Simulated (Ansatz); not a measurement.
# SiB2H6: a ladder of functionals and wavefunction methods

The task here is to estimate one member of a computed series from the others.

Method: functionals in def2-TZVPP, the program's frozen cores in correlated methods; program: Ansatz 0.2.0, Gaussian basis.

The runs, in order: LDA (SPW92), PBE-D4, revPBE-D4, BLYP-D4, r2SCAN-D4, B97M-V, PBE0-D4, B3LYP-D4, r2SCANh-D4, r2SCAN0-D4, HSE06-D4, BHLYP-D4, CAM-B3LYP-D4, LC-ωPBE, ωB97X-V, ωB97M-V, B2PLYP, PBE-QIDH; CCSD(T)/def2-SVP; CCSD(T)/def2-TZVPP; MP2/def2-QZVPP; extrapolation to the limit; RPA on PBE.

1 further run of the same task is left out (it didn't finish).

### Structure used throughout

The geometry comes from an earlier relaxation with PBE0-D4 in a triple-zeta def2 set; it is a stationary point, not always the lowest conformer.

SMILES `B[SiH2]B`, 9 atoms, charge 0, spin multiplicity 1.

Atoms are counted from 1 here; the program's logs count them from 0.

Bond lengths: B1–Si2 2.009 Å, B1–H4 1.195 Å, B1–H5 1.195 Å, Si2–B3 2.009 Å, Si2–H6 1.491 Å, Si2–H7 1.491 Å, B3–H8 1.195 Å, B3–H9 1.195 Å. Angles: Si2–B1–H4 120.8°, Si2–B1–H5 120.9°, H4–B1–H5 118.2°, B1–Si2–B3 100.9°, B1–Si2–H6 111.7°, B1–Si2–H7 111.5°, B3–Si2–H6 111.7°, B3–Si2–H7 111.5°, H6–Si2–H7 109.3°, Si2–B3–H8 120.8°, Si2–B3–H9 120.9°, H8–B3–H9 118.2°.

The first run:

The input, in.yaml:

```yaml
crystal:
  periodic: [false, false, false]
  atoms:
    - {symbol: B, position_ang: [-0.980835, 0.471313, -1.175893]}
    - {symbol: Si, position_ang: [0.683947, 0.502563, -0.052620]}
    - {symbol: B, position_ang: [0.308783, -1.001149, 1.224984]}
    - {symbol: H, position_ang: [-1.054953, -0.228260, -2.142060]}
    - {symbol: H, position_ang: [-1.945659, 1.102578, -0.861426]}
    - {symbol: H, position_ang: [0.843599, 1.802600, 0.658905]}
    - {symbol: H, position_ang: [1.901181, 0.235107, -0.870624]}
    - {symbol: H, position_ang: [0.606705, -2.125899, 0.951953]}
    - {symbol: H, position_ang: [-0.274368, -0.805153, 2.249580]}
basis:
  gaussian: {orbitals: def2-TZVPP}
hamiltonian: {xc: lda}
output: {orbitals: {seedname: orbitals}}
```

On the command line:

```sh
ansatz run in.yaml --threads 2 --pin off --events-out ev --progress --plain --max-ram 4352MiB
```

Steps of the session up to this table: LDA; PBE-D4 (GGA); revPBE-D4 (GGA); BLYP-D4 (GGA); r2SCAN-D4 (meta-GGA); B97M-V (meta-GGA); B3LYP-D4 (hybrid); r2SCANh-D4 (hybrid); r2SCAN0-D4 (hybrid); HSE06-D4 (hybrid); BHLYP-D4 (hybrid); CAM-B3LYP-D4 (range-separated); LC-ωPBE (range-separated); ωB97X-V (range-separated); ωB97M-V (range-separated); B2PLYP (double hybrid); PBE-QIDH (double hybrid).

One table of the session follows, with a row left open; its other results are not shown here.

It belongs to the step «Orbital energies across the functionals». 

| functional | HOMO (eV) | LUMO (eV) | gap (eV) |
| --- | --- | --- | --- |
| LDA (SPW92) | -6.98 | -4.27 | 2.71 |
| PBE-D4 | -6.87 | -4.01 | 2.86 |
| revPBE-D4 | -6.83 | -3.90 | 2.93 |
| BLYP-D4 | ? | ? | ? |
| r2SCAN-D4 | -7.09 | -3.71 | 3.38 |
| B97M-V | -7.18 | -3.84 | 3.34 |
| PBE0-D4 | -7.96 | -3.05 | 4.92 |
| B3LYP-D4 | -7.77 | -3.22 | 4.55 |
| r2SCANh-D4 | -7.50 | -3.38 | 4.12 |
| r2SCAN0-D4 | -8.11 | -2.88 | 5.23 |
| HSE06-D4 | -7.57 | -3.43 | 4.14 |
| BHLYP-D4 | -8.99 | -1.98 | 7.01 |
| CAM-B3LYP-D4 | -9.27 | -1.92 | 7.35 |
| LC-ωPBE | -10.60 | -0.76 | 9.84 |
| ωB97X-V | -10.25 | -0.86 | 9.39 |
| ωB97M-V | -10.07 | -1.11 | 8.96 |

Estimate the missing values for BLYP-D4.

Worked estimate for «HOMO (eV)». Against the share of exact exchange, B3LYP-D4 (0.2, -7.77), BHLYP-D4 (0.5, -8.99) give a slope of -4.07 per unit share; at 0 the line stands at -6.96.

As computed: HOMO (eV): -6.73; LUMO (eV): -3.82; gap (eV): 2.92. In «HOMO (eV)» the line misses by -0.23.
